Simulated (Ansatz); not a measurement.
`[MgH][SH]` + H₂ → `[MgH2]` + H₂S at 600 K and 1 bar (hydrogenolysis of a Mg–S bond).

Computed with Ansatz on PBE0-D4/def2-TZVP structures; ΔE is electronic, products minus reactants. CCSD(T)/CBS is the MP2 limit (def2-TZVPP, def2-QZVPP) plus CCSD(T) − MP2 in def2-TZVPP, frozen cores. This one scheme is used for every species. For Mg outer-core shells are correlated without core-valence functions, which leaves a few kJ/mol of doubt a bond.

```
    species  CCSD(T)/CBS energy (Eh)  H − E (kJ/mol)  S (J/(mol·K))
`[MgH][SH]`               -598.89578            67.9          309.0
         H₂                 -1.17544            43.9          150.8
   `[MgH2]`               -201.05321            48.6          225.8
        H₂S               -398.97279            60.8          230.9
```

H − E and S are ideal-gas, rigid-rotor, harmonic terms from PBE0-D4/def2-TZVP. For small species the MP2-based limit differs from directly extrapolated CCSD(T) by up to some mEh (0.8 for H₂); such offsets cancel only in part. 1 Eh = 2625.50 kJ/mol, R = 8.31446 J/(mol·K).

**Question.** By hand: ΔE, ΔH, ΔS and ΔG.

**Answer.** ΔE = (-201.05321) + (-398.97279) − (-598.89578) − (-1.17544) = 0.04522 Eh = 118.7 kJ/mol. Δ(H − E) = 48.6 + 60.8 − 67.9 − 43.9 = -2.4, so ΔH = 116.3 kJ/mol. ΔS = 225.8 + 230.9 − 309.0 − 150.8 = -3.1 J/(mol·K). ΔG = 116.3 − 600 × (-3.1)/1000 = 118.2 kJ/mol.

**Question.** By hand: the equilibrium constant, and the temperature at which ΔG would vanish if ΔH and ΔS stayed fixed.

**Answer.** log₁₀ K = −ΔG/(RT ln 10) = -10.3. ΔH and −TΔS have one sign here, so there is no such temperature.

The number of gas molecules stays the same, so ΔS is small and ΔH decides. A doubt of 5 kJ/mol in ΔE shifts log₁₀ K by 0.4 here. These are equilibria of isolated gas molecules and say nothing of rates. Largest T1 diagnostic: 0.009 (customary marks: 0.02 for closed shells, 0.045 for open ones).

ΔS is within the doubt of such terms, so its sign, and with it that verdict, could turn.
